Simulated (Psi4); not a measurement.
# A workflow on AlH (SMILES [AlH])

Wanted: a structure relaxation (HF/def2-TZVP), then the harmonic vibrations, then a single-point energy (CCSD(T)/cc-pVTZ) of AlH. The job is set up through a Python script.

The results are computed with Psi4 1.11.

## (1) Starting point

The species is AlH (2 atoms), meant as a singlet with charge 0. SMILES: `[AlH]`. The shape comes from GFN2-xTB, which is rough for such elements, and wasn't checked as a minimum. The run starts from this shape.

Bond lengths: Al1–H2 1.613 Å.

## (2) A geometry optimisation at HF/def2-TZVP (density fitting) (run 1)

The input, alh.xyz:

```xyz
2
AlH
Al     0.000000     0.000000     0.000000
H      0.000000     0.000000     1.613470
```

The input, calc.py:

```python
import psi4

psi4.set_memory('1600 MB')
psi4.set_num_threads(1)
psi4.core.set_output_file('run.log', False)

with open('alh.xyz') as f:
    atoms = ''.join(f.readlines()[2:])
mol = psi4.geometry('0 1\n' + atoms + 'symmetry c1')

psi4.set_options({
    'basis': 'def2-TZVP',
    'geom_maxiter': 60,
})

e_tot = psi4.optimize('hf')
print(f'hf energy: {e_tot:.10f} Eh')
print(mol.to_string(dtype='xyz', units='Angstrom'))
```

Launch:

```console
$ python calc.py
```

run.log:

```text
[...]
  Running in c1 symmetry.
[...]
  Nuclear repulsion =    4.263670064339592
[...]
  Multiplicity = 1
[...]
  Nalpha       = 7
  Nbeta        = 7
[...]
    Number of basis functions: 43
[...]
   @DF-RHF iter   1:  -242.45357675757191   -5.42619e-01   2.72501e-03 ADIIS/DIIS
[...]
   @DF-RHF iter   6:  -242.45770513419870   -1.02318e-12   1.42361e-09 DIIS
[...]
  @DF-RHF Final Energy:  -242.45770513419870
   => Energetics <=
    Nuclear Repulsion Energy =              4.1765755199627792
    One-Electron Energy =                -345.6653664824046928
    Two-Electron Energy =                  99.0310858282431923
    Total Energy =                       -242.4577051341987044
[...]
 Multipole Moments:
 ------------------------------------------------------------------------------------
     Multipole            Electronic (a.u.)      Nuclear  (a.u.)        Total (a.u.)
 ------------------------------------------------------------------------------------
 L = 1.  Multiply by 2.5417464519 to convert [e a0] to [Debye]
 Dipole X            :         -0.0000000            0.0000000           -0.0000000
 Dipole Y            :         -0.0000000            0.0000000           -0.0000000
 Dipole Z            :         -1.5085804            1.5435248            0.0349444
 Magnitude           :                                                    0.0349444
[...]
  -Total Gradient:
     Atom            X                  Y                   Z
    ------   -----------------  -----------------  -----------------
       1       -0.000000000000     0.000000000000     0.000033888094
       2        0.000000000000    -0.000000000000    -0.000033888094
[...]
```

The script printed:

```text
Some dependencies such as QCElemental have not yet finished migration to pydantic v2. If issues are encountered please downgrade pydantic or upgrade QCElemental as appropriate
Optimizer: Optimization complete!
hf energy: -242.4577051342 Eh
2
0 1 AlH
Al                    0.000000000000     0.000000000000    -0.059308407681
H                     0.000000000000     0.000000000000     1.587807442573
```

Wall time 4.5 s (1 thread of Intel Xeon Platinum 8488C (Sapphire Rapids), shared host); peak memory 0.22 GiB.

Step by step:

```
step  energy from the first frame kept (eV)  largest force (eV/Å)
   0                                 0.0000                0.3885
   1                                -0.0064                0.0268
   2                                -0.0064                0.0017
```

After the run. Bond lengths: Al1–H2 1.647 Å.

## (3) Vibrational wavenumbers at HF/def2-TZVP (density fitting) (run 2)

The input, alh.xyz:

```xyz
2
AlH
Al     0.000000     0.000000    -0.001212
H      0.000000     0.000000     1.645904
```

The input, calc.py:

```python
import psi4

psi4.set_memory('1600 MB')
psi4.set_num_threads(1)
psi4.set_output_file('output.dat', False)

with open('alh.xyz') as f:
    atoms = ''.join(f.readlines()[2:])
mol = psi4.geometry('0 1\n' + atoms + '')

psi4.set_options(dict(reference='rhf', t=298.15, rotational_symmetry_number=1))

e_tot = psi4.frequencies('hf/def2-TZVP')
print(f'hf/def2-TZVP energy: {e_tot:.10f} Eh')
for k in ('ZPVE', 'ENTHALPY', 'GIBBS FREE ENERGY'):
    print(f'{k}: {psi4.variable(k):.8f} Eh')
for k, v in sorted(psi4.core.scalar_variables().items()):
    print(f'{k:45s} {v:18.10f}')
```

Launch:

```console
$ python calc.py
```

output.dat:

```text
[...]
  Running in c2v symmetry.
[...]
  Nuclear repulsion =    4.176575140251203
[...]
  Multiplicity = 1
[...]
  Nalpha       = 7
  Nbeta        = 7
[...]
    Number of basis functions: 43
[...]
   @DF-RHF iter   1:  -242.45382528506804   -5.49115e-01   4.72201e-03 DIIS/ADIIS
[...]
  -Total Gradient:
     Atom            X                  Y                   Z
    ------   -----------------  -----------------  -----------------
       1       -0.000000000000     0.000000000000     0.000033854098
       2        0.000000000000     0.000000000000    -0.000033854097
[...]
   @DF-RHF iter   8:  -242.45770513427703   -6.65068e-12   9.07710e-09 DIIS
[...]
    Orbital Energies [Eh]
    ---------------------
    Doubly Occupied:
       1A1   -58.487998     2A1    -4.900316     1B2    -3.209579
       1B1    -3.209579     3A1    -3.208626     4A1    -0.496927
       5A1    -0.288572
[...]
  @DF-RHF Final Energy:  -242.45770513427703
   => Energetics <=
    Nuclear Repulsion Energy =              4.1765751402512032
    One-Electron Energy =                -345.6653659807021768
    Two-Electron Energy =                  99.0310857061739540
    Total Energy =                       -242.4577051342770346
[...]
  ==> Harmonic Vibrational Analysis <==
[...]
  Freq [cm^-1]                1734.2623
[...]
  IR activ [km/mol]            767.3193
[...]
  Total E_0, Enthalpy at 0 [K]                                                         -242.45375419 [Eh]
[...]
  Total H, Enthalpy at  298.15 [K]                                                     -242.45044771 [Eh]
[...]
  Total G, Gibbs energy at  298.15 [K]                                                 -242.47174588 [Eh]
[...]
```

The script printed:

```text
hf/def2-TZVP energy: -242.4577051343 Eh
ZPVE: 0.00395094 Eh
ENTHALPY: -242.45044771 Eh
GIBBS FREE ENERGY: -242.47174588 Eh
CURRENT ENERGY                                   -242.4577051343
CURRENT REFERENCE ENERGY                         -242.4577051343
DD SOLVATION ENERGY                                 0.0000000000
ENTHALPY                                         -242.4504477148
ENTHALPY CORRECTION                                 0.0072574195
GIBBS FREE ENERGY                                -242.4717458794
GIBBS FREE ENERGY CORRECTION                       -0.0140407451
HF KINETIC ENERGY                                 242.4601174569
HF POTENTIAL ENERGY                              -484.9178225912
HF TOTAL ENERGY                                  -242.4577051343
HF VIRIAL RATIO                                     1.9999900506
NUCLEAR REPULSION ENERGY                            4.1765751403
ONE-ELECTRON ENERGY                              -345.6653659807
PCM POLARIZATION ENERGY                             0.0000000000
PE ENERGY                                           0.0000000000
SCF ITERATION ENERGY                             -242.4577051343
SCF ITERATIONS                                      8.0000000000
SCF TOTAL ENERGY                                 -242.4577051343
THERMAL ENERGY                                   -242.4513918994
THERMAL ENERGY CORRECTION                           0.0063132349
TWO-ELECTRON ENERGY                                99.0310857062
ZERO K ENTHALPY                                  -242.4537541940
ZPVE                                                0.0039509403
```

Run time: 5.7 s. Hardware: 1 thread of Intel Xeon Platinum 8488C (Sapphire Rapids), shared host; peak memory 0.24 GiB.

## (4) The energy at CCSD(T)/cc-pVTZ (run 3)

alh.xyz is that of step 3.

The input, calc.py:

```python
import psi4

psi4.set_memory(1600000000)
psi4.set_num_threads(1)
psi4.set_output_file('output.dat', False)

with open('alh.xyz') as f:
    atoms = ''.join(f.readlines()[2:])
mol = psi4.geometry('0 1\n' + atoms + 'symmetry c1')

psi4.set_options({
    'basis': 'cc-pVTZ',
    'scf_type': 'pk',
    'freeze_core': True,
})

e = psi4.energy("ccsd(t)")
print('E =', round(e, 9))
```

Launch:

```console
$ python calc.py
```

output.dat:

```text
[...]
  Running in c1 symmetry.
[...]
  Nuclear repulsion =    4.176575140251203
[...]
  Multiplicity = 1
[...]
  Nalpha       = 7
  Nbeta        = 7
[...]
    Number of basis functions: 48
[...]
   @RHF iter   1:  -242.45792787261962   -5.48270e-01   1.93480e-03 ADIIS/DIIS
[...]
   @RHF iter   8:  -242.46181690374894   -3.21165e-12   3.75346e-09 DIIS
[...]
    Orbital Energies [Eh]
    ---------------------
    Doubly Occupied:
       1A    -58.490641     2A     -4.901460     3A     -3.210494
       4A     -3.210494     5A     -3.209517     6A     -0.497127
       7A     -0.288368
[...]
  @RHF Final Energy:  -242.46181690374894
   => Energetics <=
    Nuclear Repulsion Energy =              4.1765751402512032
    One-Electron Energy =                -345.6605850591864737
    Two-Electron Energy =                  99.0221930151863319
    Total Energy =                       -242.4618169037489395
[...]
 Multipole Moments:
 ------------------------------------------------------------------------------------
     Multipole            Electronic (a.u.)      Nuclear  (a.u.)        Total (a.u.)
 ------------------------------------------------------------------------------------
 L = 1.  Multiply by 2.5417464519 to convert [e a0] to [Debye]
 Dipole X            :         -0.0000000            0.0000000           -0.0000000
 Dipole Y            :         -0.0000000            0.0000000           -0.0000000
 Dipole Z            :         -1.4953484            1.5435249            0.0481765
 Magnitude           :                                                    0.0481765
[...]
      * MP2 total energy                      = -242.523865526929598
[...]
      * CCSD total energy                     = -242.544229821135389
[...]
      * CCSD(T) total energy                  = -242.545652454623166
```

On the terminal:

```text
E = -242.545652455
```

Wall time 8.1 s (1 thread of Intel Xeon Platinum 8488C (Sapphire Rapids), shared host); peak memory 0.39 GiB.

## (5) Outcome

| quantity | value |
| --- | --- |
| run 1, HF/def2-TZVP: total energy at the end | -242.45771 Eh |
| run 1, HF/def2-TZVP: dipole moment | 0.09 D |
| run 1, HF/def2-TZVP: HOMO energy | -7.85 eV |
| run 1, HF/def2-TZVP: LUMO energy | 0.83 eV |
| run 1, HF/def2-TZVP: HOMO–LUMO gap | 8.68 eV |
| run 1, HF/def2-TZVP: bond length | 1.647 Å |
| run 2, HF/def2-TZVP: harmonic wavenumber | 1734 cm⁻¹ |
| run 2, HF/def2-TZVP: zero-point energy | 10.4 kJ/mol |
| run 2, HF/def2-TZVP: ideal-gas entropy at 298.15 K (symmetry number 1 as used) | 44.8 cal/(mol K) |
| run 3, CCSD(T)/cc-pVTZ: total energy | -242.54565 Eh |
| run 3, CCSD(T)/cc-pVTZ: HOMO energy (Hartree–Fock orbitals) | -7.85 eV |
| run 3, CCSD(T)/cc-pVTZ: LUMO energy (Hartree–Fock orbitals) | 0.81 eV |
| run 3, CCSD(T)/cc-pVTZ: HOMO–LUMO gap (Hartree–Fock orbitals) | 8.66 eV |
| run 3, CCSD(T)/cc-pVTZ: correlation energy (5 core orbitals frozen) | -83.8 mEh |
| run 3, CCSD(T)/cc-pVTZ: (T) correction | -1.42 mEh |
| run 3, CCSD(T)/cc-pVTZ: T1 diagnostic | 0.013 |

The optimisation (run 1, HF/def2-TZVP) took 3 steps and changed the energy by -0.006 eV. The one mode (run 2, HF/def2-TZVP) is real, so the shape is a minimum at this level. The triples (run 3, CCSD(T)/cc-pVTZ) make up 1.7 % of the correlation energy.
